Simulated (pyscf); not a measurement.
P≡P (SMILES P#P) + PH₃ (SMILES P) -> HP=P–PH₂ (SMILES P=PP) (addition across a multiple bond or ene-type step; singlet surface; H–P broken, P–P, H–P formed). Structures and frequencies: ωB97X-D3(BJ)/def2-SVP in PySCF. MP2 and CC: frozen core, UHF for open shells. ΔMP2 is the change of the MP2 total energy from the triple- to the quadruple-zeta basis. Energies in eV from the separated reactants.

```csv
level,barrier,reaction energy
ωB97X-D3(BJ)/def2-TZVP,1.25,-0.69
PBE/def2-TZVP,0.91,-0.54
PBE0-D3(BJ)/def2-TZVP,?,-0.66
MP2/def2-QZVPP,1.32,-0.25
CCSD/def2-TZVPP,1.74,-0.20
CCSD(T)/def2-TZVPP,1.54,-0.21
CCSD(T)/def2-TZVPP + ΔMP2(QZVPP),?,?
```

**Question.** Some entries are withheld; supply them.

**Answer.** 
- PBE0-D3(BJ)/def2-TZVP, barrier: 1.00
- CCSD(T)/def2-TZVPP + ΔMP2(QZVPP), barrier: 1.47
- CCSD(T)/def2-TZVPP + ΔMP2(QZVPP), reaction energy: -0.27

One saddle was located; it need not be the lowest between these sides. The CCSD(T) − MP2 part came from Ansatz, without density fitting, on the same reference.
